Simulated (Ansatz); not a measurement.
# GaCl2Br (GaBrCl2): structure and electronic state

What does GaCl2Br (GaBrCl2) look like as a singlet, and where do its frontier electrons sit?

The runs use Ansatz 0.2.0, Gaussian basis; RKS PBE0-D4/def2-TZVP.

The runs, in order: relaxation at B3LYP-D4/def2-SVP; a search for the lowest solution at PBE0-D4/def2-SVP; a single point at PBE0-D4/def2-TZVP; harmonic vibrations at B3LYP-D4/def2-SVP.

### 1 The system as given

4 atoms, charge 0, spin multiplicity 1.

Atoms are counted from 1 here; the program's logs count them from 0.

Bond lengths: Ga1–Cl2 2.085 Å, Ga1–Cl3 2.085 Å, Ga1–Br4 2.286 Å. Angles: Cl2–Ga1–Cl3 124.4°, Cl2–Ga1–Br4 117.8°, Cl3–Ga1–Br4 117.8°.

Geometry (Å):

```mol
BrCl2Ga
  3D, bonds by distance, orders not assigned

  4  3  0  0  0  0  0  0  0  0999 V2000
    0.0435    0.0735   -0.0004 Ga  0  0
    2.1256   -0.0329    0.0125 Cl  0  0
   -1.0453    1.8511   -0.0174 Cl  0  0
   -1.1238   -1.8917    0.0054 Br  0  0
  1  2  8  0
  1  3  8  0
  1  4  8  0
M  END
```

The start is a GFN2-xTB geometry.

### 2 Relaxation at B3LYP-D4/def2-SVP

in.yaml

```yaml
crystal:
  periodic: [false, false, false]
  atoms:
    - {symbol: Ga, position_ang: [0.043520, 0.073540, -0.000370]}
    - {symbol: Cl, position_ang: [2.125630, -0.032920, 0.012460]}
    - {symbol: Cl, position_ang: [-1.045340, 1.851120, -0.017440]}
    - {symbol: Br, position_ang: [-1.123810, -1.891740, 0.005360]}
basis:
  gaussian: {orbitals: def2-SVP}
hamiltonian: {xc: {name: B3LYP}, dispersion: d4}
scf: {omitted_lower_state_checks: [starts]}
output: {orbitals: {seedname: orbitals}}
relax: {f_tol: 0.02, max_steps: 100}
```

Launch:

```console
$ ansatz run in.yaml --threads 4 --pin off --events-out ev --progress --plain --max-ram 3916MiB
```

After this run come: Searching for the lowest solution, PBE0-D4/def2-SVP; Single point, PBE0-D4/def2-TZVP; Vibrations by finite differences.

Q: Predict the results of all the runs planned. Wanted: point group; commonest bond; HOMO, LUMO at PBE0-D4/def2-TZVP; dipole at B3LYP-D4/def2-SVP; lowest, highest wavenumber.

As calculated:

| quantity | value |
| --- | --- |
| point group | C2v |
| commonest bond | Cl–Ga, 2 of mean length 2.138 Å |
| HOMO, LUMO at PBE0-D4/def2-TZVP | -9.03, -2.26 eV |
| dipole at B3LYP-D4/def2-SVP | 0.35 D |
| lowest, highest wavenumber | 102, 459 cm⁻¹ |

In words: The molecule keeps its bonding pattern by the stored test; the atoms moved 0.06 Å (rms). All wavenumbers are real: a minimum at this level.
